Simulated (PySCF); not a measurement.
**How methods differ on the ionisation energy of Ne**

Ne [Ne] → Ne⁺ [He] 2s2 2p5 [2p1/2^2 2p3/2^3, M_J = 3/2], as a difference of total energies. Calculation: PySCF 2.14, in x2c-TZVPall-2c with one added diffuse shell each of s, p, d type (6s4p3d1f, 40 functions); the two-component X2C-1e Hamiltonian. Correlated levels: 1s2 frozen. "Screened" scales the spin-orbit matrix elements by Boettger's factors to mimic the two-electron term; Breit and QED terms are absent.

| method | ionisation energy (eV) | error (eV) |
| --- | --- | --- |
| GHF (spin-free) | 19.763 | -1.802 |
| GMP2 (spin-free) | 21.578 | +0.013 |
| GHF (screened spin-orbit) | 19.728 | -1.837 |
| GMP2 (screened spin-orbit) | 21.542 | -0.023 |

Reference: 21.565 eV (measured; NIST Atomic Spectra Database, ionization energies).

Errors of the correlated levels include the incompleteness of this basis and the frozen core.
